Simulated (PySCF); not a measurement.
Coordinates in bohr (charge 0 multiplicity 1):
```
B     1.4052    0.0000    0.0000
B    -1.4052    0.0000    0.0000
H     0.0000    1.9401    0.0000
H     0.0000   -1.9401    0.0000
H     3.6190    0.0000    0.0000
H    -3.6190    0.0000    0.0000
```

Computed with PySCF, PBE0, basis B def2-TZVP, H def2-TZVP (no relativity, density fitting).

This geometry of B2H4 is a stationary point at this level.

Problem. What is the point group?

Solution. D2h.

Problem. Is it a minimum?

Solution. No: it has 1 imaginary mode, at 1079i cm⁻¹ (b3u).

Problem. List the harmonic modes with their infrared intensities.

Solution. 
```tsv
symmetry	ω (cm⁻¹)	IR (km/mol)
b3u	1079i	–
b2g	427	0.0
b3u	626	22.3
b3g	795	0.0
b2u	800	10.1
ag	1253	0.0
b1u	1804	55.0
b3g	2064	0.0
ag	2417	0.0
b2u	2431	10.9
b1u	2822	15.4
ag	2856	0.0
```

Problem. Give the atomic charges and bond orders.

Solution. 
```json
{"atom": "B1", "Mulliken": "-0.27", "Löwdin": "-0.36", "polar tensor": "-0.05", "Mayer order to B1": "–"}
{"atom": "B2", "Mulliken": "-0.27", "Löwdin": "-0.36", "polar tensor": "-0.05", "Mayer order to B1": "1.70"}
{"atom": "H3,4", "Mulliken": "0.20", "Löwdin": "0.27", "polar tensor": "0.06", "Mayer order to B1": "0.47"}
{"atom": "H5", "Mulliken": "0.07", "Löwdin": "0.09", "polar tensor": "0.00", "Mayer order to B1": "0.97"}
{"atom": "H6", "Mulliken": "0.07", "Löwdin": "0.09", "polar tensor": "0.00", "Mayer order to B1": "0.02"}
```
Other Mayer orders above 0.3: B–H 0.47 (×2), B–H 0.97.

In D2h the vibrations span 2b3u + b2g + 2b3g + 2b2u + 3ag + 2b1u. The ag, b2g, b3g modes carry no infrared intensity, as symmetry demands. With a centre of inversion only u modes can be infrared active and only g modes Raman active.

This need not be the most stable arrangement of these atoms. At this level a singlet minimum of C2v symmetry lies 77 kJ/mol below this structure.
